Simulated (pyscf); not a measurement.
PySCF, gas phase, ωB97X-D3(BJ)/def2-SVP geometries.

Problem. Estimate the classical barrier height and the reaction energy of F–Mo(F)(F)(F)(F)–F + silanol (HO–SiH₃) -> hydrogen fluoride (HF) + F–Mo(F)(F)(F)(F)–O–SiH₃ at ωB97M-D3(BJ)/def2-TZVP. The step runs on the singlet surface, breaks F–Mo, H–O and forms F–H, Mo–O; take the separated reactants as zero.

Solution. ΔE‡ = 14.7 kcal/mol, ΔE = -3.6 kcal/mol. Zero-point energy shifts the barrier by -0.3 kcal/mol. It is a four-centre exchange, with an imaginary mode of 588i cm⁻¹. On the reactant side the descent ends in an adduct with a Mo–O contact, 2.0 kcal/mol under the separated species and 15.8 kcal/mol under the saddle at ωB97X-D3(BJ)/def2-TZVP. What is counted as formed (Mo–O) is already present as a longer contact in the reactant adduct; forming that adduct is a step of its own. One saddle was located; it need not be the lowest between these sides. Elements past Kr carry the def2 core potentials, without spin-orbit coupling.
